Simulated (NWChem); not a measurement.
System meant: CH₄S cation, doublet; SMILES of the neutral closed-shell parent SC

The following NWChem deck was run.

```
start job
memory heap 200 mb stack 900 mb global 1100 mb
charge 1
geometry units angstroms noautoz
  C     -1.046454    -0.440718     0.055640
  S      0.548325     0.318435    -0.038187
  H     -1.129689    -0.997254     1.009529
  H     -1.804199     0.351506    -0.011306
  H     -1.151896    -1.169836    -0.771292
  H      1.324161    -0.801949     0.058972
end
basis spherical
  C library def2-svp
  S library def2-svp
  H library def2-svp
end
dft
  odft
  mult 3
  xc pbe0
  iterations 150
  mulliken
end
task dft energy
```

End of the output:

```
 ==============================================================================
                                 internuclear angles
 ------------------------------------------------------------------------------
        center 1       |       center 2       |       center 3       |  degrees
 ------------------------------------------------------------------------------
    2 S                |   1 C                |   3 H                |   109.21
    2 S                |   1 C                |   4 H                |   108.01
    2 S                |   1 C                |   5 H                |   109.21
    3 H                |   1 C                |   4 H                |   111.31
    3 H                |   1 C                |   5 H                |   107.77
    4 H                |   1 C                |   5 H                |   111.31
    1 C                |   2 S                |   6 H                |    98.99
 ------------------------------------------------------------------------------
                            number of included internuclear angles:          7
 ==============================================================================

 Summary of "ao basis" -> "" (spherical)
 ------------------------------------------------------------------------------
       Tag                 Description            Shells   Functions and Types
 ---------------- ------------------------------  ------  ---------------------
 C                          def2-svp                 6       14   3s2p1d
 S                          def2-svp                 8       18   4s3p1d
 H                          def2-svp                 3        5   2s1p

                                 NWChem DFT Module
                                 -----------------

 Summary of "ao basis" -> "ao basis" (spherical)
 ------------------------------------------------------------------------------
       Tag                 Description            Shells   Functions and Types
 ---------------- ------------------------------  ------  ---------------------
 C                          def2-svp                 6       14   3s2p1d
 S                          def2-svp                 8       18   4s3p1d
 H                          def2-svp                 3        5   2s1p

      Symmetry analysis of basis
      --------------------------

        a'         36
        a"         16

  number of electrons :                   25
  multiplicity        :                    3
 ------------------------------------------------------------------------
  no. of electrons and multiplicity not compatible                  25
 ------------------------------------------------------------------------
 ------------------------------------------------------------------------
  current input line :
    24: task dft energy
 ------------------------------------------------------------------------
 ------------------------------------------------------------------------
 There is an error in the input file
 ------------------------------------------------------------------------
 For more information see the NWChem manual at https://nwchemgit.github.io

0: no. of electrons and multiplicity not compatible:Received an Error in Communication
```

**Question.** Find the fault in this run and fix the input.

**Answer.** The input was rejected before any calculation. Cause: the multiplicity doesn't fit the number of electrons (an even count wants an odd multiplicity, and the reverse). This input runs:
```
start job
memory heap 200 mb stack 900 mb global 1100 mb
charge 1
geometry units angstroms noautoz
  C     -1.046454    -0.440718     0.055640
  S      0.548325     0.318435    -0.038187
  H     -1.129689    -0.997254     1.009529
  H     -1.804199     0.351506    -0.011306
  H     -1.151896    -1.169836    -0.771292
  H      1.324161    -0.801949     0.058972
end
basis spherical
  * library def2-svp
end
dft
  odft
  mult 2
  xc pbe0
  iterations 150
  mulliken
end
task dft energy
```
It converges to -438.01012 Ha (PBE0/def2-SVP, spin-unrestricted).
